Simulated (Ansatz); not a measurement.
Hematite (α-Fe2O3), treated with r²SCAN in Ansatz (plane waves, PAW).

Numerical settings: plane-wave cutoff 1060 eV, 8×8×8 k mesh, Fermi–Dirac smearing 0.01 eV, spin-polarised with opposed moments, scalar-relativistic PAW data made under PBE.

Starting structure:

```yaml
crystal:
  lattice:
    - [2.52000, -1.45492, -4.58333]
    - [-2.52000, -1.45492, -4.58333]
    - [0.00000, 2.90985, -4.58333]
  atoms:
    - { symbol: Fe, position: [0.85500, 0.85500, 0.85500] }
    - { symbol: Fe, position: [0.35500, 0.35500, 0.35500] }
    - { symbol: Fe, position: [0.14500, 0.14500, 0.14500] }
    - { symbol: Fe, position: [0.64500, 0.64500, 0.64500] }
    - { symbol: O, position: [0.44400, 0.05600, 0.75000] }
    - { symbol: O, position: [0.05600, 0.75000, 0.44400] }
    - { symbol: O, position: [0.55600, 0.94400, 0.25000] }
    - { symbol: O, position: [0.25000, 0.55600, 0.94400] }
    - { symbol: O, position: [0.94400, 0.25000, 0.55600] }
    - { symbol: O, position: [0.75000, 0.44400, 0.05600] }
```

Problem. Into what structure does the relaxation of cell and atoms lead at this level, with the symmetry of the start kept?

Solution. The volume shrinks by 1.3 %; final space group R-3c.
```yaml
crystal:
  lattice:
    - [2.50344, -1.44536, -4.58573]
    - [-2.50344, -1.44536, -4.58573]
    - [0.00000, 2.89072, -4.58573]
  atoms:
    - { symbol: Fe, position: [0.85571, 0.85571, 0.85571] }
    - { symbol: Fe, position: [0.35571, 0.35571, 0.35571] }
    - { symbol: Fe, position: [0.14429, 0.14429, 0.14429] }
    - { symbol: Fe, position: [0.64429, 0.64429, 0.64429] }
    - { symbol: O, position: [0.44248, 0.05752, 0.75000] }
    - { symbol: O, position: [0.05752, 0.75000, 0.44248] }
    - { symbol: O, position: [0.55752, 0.94248, 0.25000] }
    - { symbol: O, position: [0.25000, 0.55752, 0.94248] }
    - { symbol: O, position: [0.94248, 0.25000, 0.55752] }
    - { symbol: O, position: [0.75000, 0.44248, 0.05752] }
```

Ansatz is a program for electronic structure.
